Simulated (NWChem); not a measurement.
# CH3, doublet; SMILES [CH3]

```xyz
4

C      0.0000     0.0000     0.0000
H     -0.7709    -0.7709     0.0000
H     -0.2822     1.0531     0.0000
H      1.0531    -0.2822     0.0000
```
Atoms are numbered in this order, from 1.

In the optimisation the excess spin sits in a2" (D3h, its own frame). The geometry was optimised at PBE0/def2-SVP, spin-unrestricted. No stability test was run on the SCF state. B3LYP is NWChem's, with the RPA form of VWN correlation.

 States above −ε(HOMO) = 6.5 eV lie in this functional's continuum and hang on the basis.

Task: List the 4 lowest vertical excitations from B3LYP/aug-cc-pVDZ, spin-unrestricted, TDA (NWChem).

Result: 
| state | energy (eV) | oscillator strength | <S²> |
|---|---|---|---|
| state 1 | 5.19 | 0.037 | 0.75 |
| state 2 | 6.28 | 0.000 | 0.75 |
| state 3 | 6.29 | 0.000 | 0.75 |
| state 4 | 6.80 | 0.000 | 0.76 |
